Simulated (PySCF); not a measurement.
**OH⁺: from constants to spectrum**

UHF-CCSD(T) constants of OH⁺, ³Σ⁻ (triplet), unpaired electrons π ↑↑ (basis H def2-SVP, O def2-SVP; no relativity; PySCF 2.14; masses 1.0078 and 15.9949 u):

```
ωe              : 3160.5 cm⁻¹
ωexe            : 81.4 cm⁻¹
Be              : 16.565 cm⁻¹
αe              : 0.710 cm⁻¹
D (centrifugal) : 0.00182 cm⁻¹
De to H⁺ + O    : 5.42 eV
```

Problem. Give the vibrational terms G(v) and spacings up to v = 4.

Solution. G(v) = ωe(v+½) − ωexe(v+½)².

| v | G(v) (cm⁻¹) | G(v) − G(v−1) | Bv (cm⁻¹) |
| --- | --- | --- | --- |
| 0 | 1560 |  | 16.21 |
| 1 | 4558 | 2998 | 15.50 |
| 2 | 7392 | 2835 | 14.79 |
| 3 | 10065 | 2672 | 14.08 |
| 4 | 12574 | 2509 | 13.37 |

Problem. How well does the Morse estimate ωe²/(4ωexe) reproduce De, and what is D0?

Solution. It gives 3.80 eV, 70 % of the computed De. D0 = De − G(0) = 5.42 − 0.19 = 5.23 eV.

Correlated steps freeze 1 core orbital. Correlated levels converge slowly with the basis: in double zeta they bind strong bonds too weakly, by up to about 1 eV, and carry superposition errors of some tenths. For an ion De counts to the pair picked by the measured ionisation energies or electron affinities, which need not be the lowest pair at this level. The state was picked by a PBE0 search and need not be the measured ground state.
